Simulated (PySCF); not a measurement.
**Frontier levels across methods**

C2H6.
Cartesian coordinates in Å at the PBE0-D3(BJ)/def2-SVP level; atoms count from 1:
```
atom  x, y, z in Å
C1    -0.752    0.105   -0.014
C2     0.752   -0.105    0.014
H3    -1.240   -0.561   -0.744
H4    -1.012    1.139   -0.290
H5    -1.208   -0.097    0.968
H6     1.012   -1.139    0.290
H7     1.240    0.561    0.744
H8     1.208    0.097   -0.968
```

The species is `CC` (C2H6).

Basis pcSseg-2 throughout (PySCF), one geometry. Isolated species at its PBE0-D3(BJ)/def2-SVP geometry, gas phase.

Question: How do the orbital energies and the gap change with the method?

Answer: 
```json
{"method": "BLYP", "kind": "GGA", "HOMO (eV)": "-8.04", "LUMO (eV)": "0.05", "gap (eV)": "8.10", "SCF cycles": "12"}
{"method": "OPBE", "kind": "GGA", "HOMO (eV)": "-8.07", "LUMO (eV)": "0.11", "gap (eV)": "8.18", "SCF cycles": "11"}
{"method": "LDA", "kind": "LDA", "HOMO (eV)": "-8.07", "LUMO (eV)": "0.06", "gap (eV)": "8.13", "SCF cycles": "11"}
{"method": "PBE", "kind": "GGA", "HOMO (eV)": "-8.09", "LUMO (eV)": "0.09", "gap (eV)": "8.18", "SCF cycles": "10"}
{"method": "B97-D", "kind": "GGA", "HOMO (eV)": "-8.14", "LUMO (eV)": "0.21", "gap (eV)": "8.34", "SCF cycles": "10"}
{"method": "KT2", "kind": "GGA", "HOMO (eV)": "-8.19", "LUMO (eV)": "0.17", "gap (eV)": "8.36", "SCF cycles": "11"}
{"method": "BP86", "kind": "GGA", "HOMO (eV)": "-8.19", "LUMO (eV)": "0.28", "gap (eV)": "8.48", "SCF cycles": "10"}
{"method": "KT3", "kind": "GGA", "HOMO (eV)": "-8.28", "LUMO (eV)": "-0.13", "gap (eV)": "8.15", "SCF cycles": "10"}
{"method": "B97-2", "kind": "global hybrid", "HOMO (eV)": "-9.29", "LUMO (eV)": "0.79", "gap (eV)": "10.09", "SCF cycles": "10"}
{"method": "B3LYP", "kind": "global hybrid", "HOMO (eV)": "-9.35", "LUMO (eV)": "0.45", "gap (eV)": "9.80", "SCF cycles": "10"}
{"method": "PBE0", "kind": "global hybrid", "HOMO (eV)": "-9.53", "LUMO (eV)": "0.77", "gap (eV)": "10.30", "SCF cycles": "10"}
{"method": "mPW1PW91", "kind": "global hybrid", "HOMO (eV)": "-9.57", "LUMO (eV)": "0.71", "gap (eV)": "10.29", "SCF cycles": "10"}
{"method": "BHandHLYP", "kind": "global hybrid", "HOMO (eV)": "-10.95", "LUMO (eV)": "1.22", "gap (eV)": "12.17", "SCF cycles": "10"}
{"method": "CAM-B3LYP", "kind": "range-separated hybrid", "HOMO (eV)": "-11.01", "LUMO (eV)": "1.39", "gap (eV)": "12.39", "SCF cycles": "10"}
{"method": "wB97X-D", "kind": "range-separated hybrid", "HOMO (eV)": "-11.47", "LUMO (eV)": "2.45", "gap (eV)": "13.92", "SCF cycles": "10"}
{"method": "LC-wPBE", "kind": "range-separated hybrid", "HOMO (eV)": "-12.39", "LUMO (eV)": "2.52", "gap (eV)": "14.91", "SCF cycles": "11"}
{"method": "HF", "kind": "Hartree–Fock", "HOMO (eV)": "-13.14", "LUMO (eV)": "2.76", "gap (eV)": "15.90", "SCF cycles": "8"}
```

The HOMO spans 5.10 eV, from BLYP down to HF, and the gap runs from 8.10 eV (BLYP) to 15.90 eV (HF). Over the methods BLYP (0 %), OPBE (0 %), LDA (0 %), PBE (0 %), B97-D (0 %), KT2 (0 %), BP86 (0 %), KT3 (0 %), B97-2 (21 %), B3LYP (20 %), PBE0 (25 %), mPW1PW91 (25 %), BHandHLYP (50 %), HF (100 %), a straight line through the gap against the share of exact exchange rises by 0.77 eV for each 10 % (correlation coefficient 0.998). The dipole is below 0.03 D at every level.
